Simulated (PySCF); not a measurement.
Structure with atom numbers: `[BH3-:1][Cl:2]`. Hydrogens are named by the atom that carries them.

Geometry: PBE0-D3(BJ)/def2-SVP; GIAO shifts from PySCF 2.14, gas phase, non-relativistic, averaged over equivalent atoms.

At PBE0/pcSseg-1 (56 basis functions, 2.2 s wall time on 1 thread of an x86-64 server CPU, shared host):
```csv
atoms,δ (ppm)
B1,-20.5
Cl2,-174.6
H(B1),2.45
```

δ = σ(ref) − σ, references computed at the same level: 11B (σref 100.73) vs BF3·OEt2; HCl for 35Cl (σref 943.27); TMS for 1H (σref 31.27).

Q: Estimate the result of repeating the calculation with CAM-B3LYP/pcSseg-2.

A: 
| atoms | δ at CAM-B3LYP/pcSseg-2 | change |
| --- | --- | --- |
| B1 | -20.1 | +0.4 |
| Cl2 | -167.3 | +7.3 |
| H(B1) | 2.48 | +0.03 |

Scale: BF3·OEt2 for 11B (σref 97.88); 35Cl (σref 934.42) against HCl; 1H (σref 31.34) vs TMS (reference shieldings calculated alike).

The largest change is at Cl2 (chlorine bonded to B). Cost: 121 basis functions, 3.8 s wall time on 1 thread of an x86-64 server CPU, shared host.
